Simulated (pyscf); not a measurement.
A first-order saddle from PySCF, ωB97X-D3(BJ)/def2-SVP:

```xyz
8

O      0.2025    -0.5235    -0.2960
Ge    -1.4190     0.6489     0.1714
H      0.1594    -1.4466    -0.0102
H     -1.4695     0.7182    -1.6036
H     -2.1293    -0.4444     1.0225
H     -0.6953     1.5081     1.2403
Cl    -0.8161     0.0985    -2.9260
H      0.1473    -0.5142    -1.3040
```
Charge 0, spin multiplicity 1.

Surface: singlet, charge 0. Lowest wavenumbers (cm⁻¹): 847i, 159, 252, 302, 345.

Task: Name the species on either side of this saddle.

Result: `[OH][GeH3]` + `[ClH]` ⇌ `[OH2]` + `[GeH2]` [singlet] + `[ClH]`, a multi-bond step read from left to right: Ge–O, Ge–H, Cl–H broken and H–O, Cl–H formed. At CCSD(T)/def2-TZVPP + ΔMP2(QZVPP) it lies +107.0 kJ/mol from the left side and -80.9 kJ/mol from the right (each side as separated species at their lowest minima found). On the reactant side the descent ends in a complex (not fully relaxed), 29.2 kJ/mol under the separated species and 131.3 kJ/mol under the saddle at ωB97X-D3(BJ)/def2-TZVP. On the product side the descent ends in an adduct with a Ge–O contact, 107.6 kJ/mol under the separated species and 8.1 kJ/mol under the saddle at ωB97X-D3(BJ)/def2-TZVP. At CCSD(T) the saddle lies under the separated products, which points to a path from their complex (located at ωB97X-D3(BJ) alone), and parting the products costs more than the saddle. What is counted as broken (Ge–O) persists as a longer contact in the product adduct; parting that adduct is a step of its own. The same reactants have a lower exit, to H₂O + Cl–GeH₃ (barrier +35.0 kJ/mol at ωB97M-D3(BJ)/def2-TZVP, against +95.9 kJ/mol here). This is the saddle that the search found; another between the same sides may lie lower. The CCSD(T) − MP2 part came from Ansatz, without density fitting, on the same reference. The frozen core leaves the outer d or s,p core shells of the metals and heavy elements correlated in the MP2 and CC values, and def2-TZVPP describes them poorly, which can shift differences by a few kcal/mol. Elements up to Kr have no core potential and no relativistic terms here.
